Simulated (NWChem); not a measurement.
# One shape, several levels: C4H8 (isobutene)

We compute a comparison of 3 runs (HF/6-31G*, MP2/6-31G*, CCSD(T)/6-31G*) of C4H8 (isobutene). 

The calculation is run with NWChem 7.3.0.

**1. The structure to begin with**

The species is C4H8 (12 atoms), meant as a singlet with charge 0. SMILES: `C=C(C)C`. The C2–C4 distance was set to 1.944 Å, away from the relaxed value.

Bond lengths: C1–C2 1.329 Å, C2–C3 1.496 Å, C1–H5 1.085 Å, C1–H6 1.085 Å, C3–H7 1.095 Å, C3–H8 1.091 Å, C3–H9 1.095 Å, C4–H10 1.095 Å, C4–H11 1.091 Å, C4–H12 1.095 Å. Some angles: C1–C2–C3 122.2°, C2–C1–H5 121.4°, C2–C1–H6 121.4°, C2–C3–H7 110.8°, C2–C3–H8 111.8°, C2–C3–H9 110.8°, H5–C1–H6 117.1°, H7–C3–H8 108.4°, H7–C3–H9 106.5°, H8–C3–H9 108.4°. A long bond or contact: C2–C4 1.944 Å.

**2. A single-point energy at HF/6-31G(d) (spherical functions) (run 1)**

calc.xyz

```xyz
12
C4H8
C     -0.711887     1.676319     0.084115
C     -0.217877     0.461529     0.300025
C     -0.084807    -0.110931     1.675395
C      0.379100    -0.686080    -1.151630
H     -0.803247     2.079979    -0.918355
H     -1.041867     2.306609     0.902705
H     -0.654437    -1.042071     1.765315
H     -0.436957     0.583129     2.439315
H      0.958863    -0.362871     1.891935
H     -0.178340    -1.628870    -1.155760
H      0.254300    -0.208180    -2.123920
H      1.435040    -0.949860    -1.029100
```

run.py

```python
from ase.io import read
from ase.calculators.nwchem import NWChem

system = read('calc.xyz')

calc = NWChem(
    label='calc',
    theory='scf',
    memory='2200 mb',
    basis='6-31G*',
    basispar='spherical bse',
    scf={'nopen': '0', 'rhf': None, 'thresh': '1e-08', 'maxiter': '80'},
    task='energy',
)
system.calc = calc

print(f"energy = {system.get_potential_energy():.6f} eV")
print("dipole (e A):", system.get_dipole_moment().round(4))
```

Launch:

```console
$ export ASE_NWCHEM_COMMAND="nwchem PREFIX.nwi > PREFIX.nwo"
$ python run.py
```

Output:

```text
energy = -4246.324756 eV
dipole (e A): [ 0.0333 -0.0826  0.0167]
```

The calculator wrote calc.nwi:

```
title "calc"

permanent_dir calc

scratch_dir calc

start calc

geometry units angstrom nocenter noautosym noautoz
  C  -7.1188700000000005e-01 1.6763189999999999e+00 8.4114999999999995e-02
  C  -2.1787699999999999e-01 4.6152900000000002e-01 3.0002499999999999e-01
  C  -8.4806999999999994e-02 -1.1093100000000000e-01 1.6753950000000000e+00
  C  3.7909999999999999e-01 -6.8608000000000002e-01 -1.1516299999999999e+00
  H  -8.0324700000000004e-01 2.0799789999999998e+00 -9.1835500000000003e-01
  H  -1.0418670000000001e+00 2.3066089999999999e+00 9.0270499999999998e-01
  H  -6.5443700000000005e-01 -1.0420710000000000e+00 1.7653150000000000e+00
  H  -4.3695699999999998e-01 5.8312900000000001e-01 2.4393150000000001e+00
  H  9.5886300000000002e-01 -3.6287100000000000e-01 1.8919349999999999e+00
  H  -1.7834000000000000e-01 -1.6288700000000000e+00 -1.1557599999999999e+00
  H  2.5430000000000003e-01 -2.0818000000000000e-01 -2.1239200000000000e+00
  H  1.4350400000000001e+00 -9.4986000000000004e-01 -1.0290999999999999e+00
end

memory 2200 mb

basis spherical bse noprint
   * library 6-31G*
end

scf
  nopen 0
  rhf
  thresh 1e-08
  maxiter 80
end

task scf energy
```

calc.nwo:

```text
Northwest Computational Chemistry Package (NWChem) 7.3.0
             --------------------------------------------------------

           Job information
           ---------------

    nwchem branch   = 7.3.0
    use scalapack   = T
    input           = calc.nwi
    prefix          = calc.
    data base       = calc/calc.db
    status          = startup
    nproc           =        1

           Memory information
           ------------------

    heap     =     72089598 doubles =      550.0 Mbytes
    stack    =     72089595 doubles =      550.0 Mbytes
    global   =    144179200 doubles =     1100.0 Mbytes (distinct from heap & stack)
    total    =    288358393 doubles =     2200.0 Mbytes
    verify   = yes
    hardfail = no

[... 133 lines left out ...]
 Convergence threshold     :          1.000E-08
[... 13 lines left out ...]
       Final RHF  results
[... 3 lines left out ...]
      One-electron energy =   -432.571213439638
[... 1 line left out ...]
 Nuclear repulsion energy =    112.906164179321
[... 34 lines left out ...]
                       ROHF Final Molecular Orbital Analysis
[... 197 lines left out ...]
  Mulliken analysis of the total density
  --------------------------------------

    Atom       Charge   Shell Charges
 -----------   ------   -------------------------------------------------------
    1 C    6     6.44   2.00  0.67  1.99  0.60  1.15  0.04
    2 C    6     5.91   2.00  0.66  1.83  0.54  0.84  0.05
    3 C    6     6.53   2.00  0.65  2.07  0.68  1.08  0.05
[... 8 lines of this table left out ...]
   12 H    1     0.83   0.52  0.30

       Multipole analysis of the density wrt the origin
       ------------------------------------------------

     L   x y z        total         open         nuclear
     -   - - -        -----         ----         -------
     0   0 0 0     -0.000000      0.000000     32.000000

     1   1 0 0      0.063010      0.000000     -8.087028
[... 8 lines of this table left out ...]
     2   0 0 2    -18.634294      0.000000    166.382570

 Task  times  cpu:        5.5s     wall:        5.5s
 Total times  cpu:        5.6s     wall:        5.6s
```

Wall time 6.6 s (1 thread of Intel Xeon 6975P-C (Granite Rapids), shared host); peak memory 0.1 GiB.

**3. A single-point energy at MP2/6-31G(d) (spherical functions) (run 2)**

geom.xyz

```xyz
12
C4H8 mp2
C     -0.711887     1.676319     0.084115
C     -0.217877     0.461529     0.300025
C     -0.084807    -0.110931     1.675395
C      0.379100    -0.686080    -1.151630
H     -0.803247     2.079979    -0.918355
H     -1.041867     2.306609     0.902705
H     -0.654437    -1.042071     1.765315
H     -0.436957     0.583129     2.439315
H      0.958863    -0.362871     1.891935
H     -0.178340    -1.628870    -1.155760
H      0.254300    -0.208180    -2.123920
H      1.435040    -0.949860    -1.029100
```

geom.nw

```
start geom
title "C4H8 mp2"
memory total 2200 mb

geometry units angstrom noautosym nocenter noautoz
 load geom.xyz
end

basis spherical bse
 C library 6-31G*
 H library 6-31G*
end

scf
 thresh 1e-08
 maxiter 80
end

mp2
 freeze core 4
 tight
end

task mp2 energy
```

Launch:

```console
$ nwchem geom.nw > geom.out
```

Output:

```text
[...]
  functions       =    72
[...]
  wavefunction    = RHF
[...]
         Total SCF energy =   -156.049557775329
      One-electron energy =   -432.571213439586
      Two-electron energy =    163.615491484936
 Nuclear repulsion energy =    112.906164179321
        Time for solution =      5.4s
[...]
          Total MP2 energy          -156.565464576161
[...]
```

It took 6.9 s on 1 thread of Intel Xeon 6975P-C (Granite Rapids), shared host; peak memory 0.17 GiB.

**4. The energy at CCSD(T)/6-31G(d) (spherical functions) (run 3)**

a.nw

```
start a
title "C4H8"
memory 2200 mb
charge 0

geometry units angstroms noautosym nocenter noautoz
 C     -0.711887     1.676319     0.084115
 C     -0.217877     0.461529     0.300025
 C     -0.084807    -0.110931     1.675395
 C      0.379100    -0.686080    -1.151630
 H     -0.803247     2.079979    -0.918355
 H     -1.041867     2.306609     0.902705
 H     -0.654437    -1.042071     1.765315
 H     -0.436957     0.583129     2.439315
 H      0.958863    -0.362871     1.891935
 H     -0.178340    -1.628870    -1.155760
 H      0.254300    -0.208180    -2.123920
 H      1.435040    -0.949860    -1.029100
end

basis spherical bse
 * library 6-31G*
end

scf
 thresh 1e-08
 maxiter 80
 print medium
end

ccsd
 freeze core 4
 maxiter 60
end

task ccsd(t) energy
```

Launch:

```console
$ nwchem a.nw > a.out
```

Output:

```text
[...]
  functions       =    72
[...]
  wavefunction    = RHF
[...]
         Total SCF energy =   -156.049557775295
      One-electron energy =   -432.571213439537
      Two-electron energy =    163.615491484920
 Nuclear repulsion energy =    112.906164179321
        Time for solution =      5.4s
[...]
 Total MP2 energy:           -156.565464576127141
[...]
             energy      energy      error      ampl     ampl      Block
                                                time     time      time
[...]
 Total CCSD energy:           -156.617473721494008
[...]
 Total CCSD+T(CCSD) energy:           -156.637799036465083
[...]
 Total CCSD(T) energy:                -156.636905782877250
[...]
```

Run time: 50 s. Hardware: 1 thread of Intel Xeon 6975P-C (Granite Rapids), shared host; peak memory 0.18 GiB.

**5. The series**

| run | level | module | frozen core orbitals | energy (Eh) | HOMO energy (eV) | LUMO energy (eV) | HOMO–LUMO gap (eV) | wall time |
| --- | --- | --- | --- | --- | --- | --- | --- | --- |
| 1 | HF/6-31G* (spherical functions) | scf | – | -156.049558 | -9.56 | 5.28 | 14.84 | 6.6 s |
| 2 | MP2/6-31G* (spherical functions) | mp2 | 4 | -156.565465 | -9.56 | 5.28 | 14.84 | 6.9 s |
| 3 | CCSD(T)/6-31G* (spherical functions) | ccsd(t) | 4 | -156.636906 | -9.56 | 5.28 | 14.84 | 50 s |

**6. What came out**

```
                                          quantity          value
                               run 3: total energy  -156.63691 Eh
        run 3: HOMO energy (Hartree–Fock orbitals)       -9.56 eV
        run 3: LUMO energy (Hartree–Fock orbitals)        5.28 eV
      run 3: HOMO–LUMO gap (Hartree–Fock orbitals)       14.84 eV
run 3: correlation energy (4 core orbitals frozen)     -587.3 mEh
                             run 3: (T) correction     -19.43 mEh
```

What this shows: Below the HF energy at the same shape and in the same basis (6-31G*): MP2 -515.9 mEh; CCSD(T) -587.3 mEh. All runs together took 63 s, the longest 50 s.
